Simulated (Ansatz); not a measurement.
Calculated with Ansatz (gas phase, PBE0-D4/def2-TZVP geometries, no zero-point term in ΔE). CCSD(T)/CBS is the MP2 limit (def2-TZVPP, def2-QZVPP) plus CCSD(T) − MP2 in def2-TZVPP, frozen cores. This one scheme is used for every species. DFT in def2-TZVPP. Each species was taken in one conformer, which may not be the lowest.

Consider the substitution at a C–C bond: `CCC=C(C)C` + `[OH][AlH2]` → `C[O][AlH2]` + `CC=C(C)C`.

| level | ΔE (kcal/mol) |
| --- | --- |
| revPBE-D4 | 13.1 |
| PBE0 | 12.9 |

Problem. What does CCSD(T)/CBS give? (Estimate.)

Solution. Ansatz gave: +14.7 kcal/mol. The listed levels differ from it by -1.6, -1.8 kcal/mol.

Largest T1 diagnostic among the species: 0.012.

At CCSD(T), def2-SVP lies −2.7 kcal/mol from the extrapolated value and def2-TZVPP −0.5 kcal/mol. Leaving LDA and LC-ωPBE aside and taking each functional with its dispersion term where it has one, the values, not all of them listed here, spread over 2.6 kcal/mol, from BLYP-D4 to PBE-QIDH. LDA lies +0.9 kcal/mol from PBE without D4.
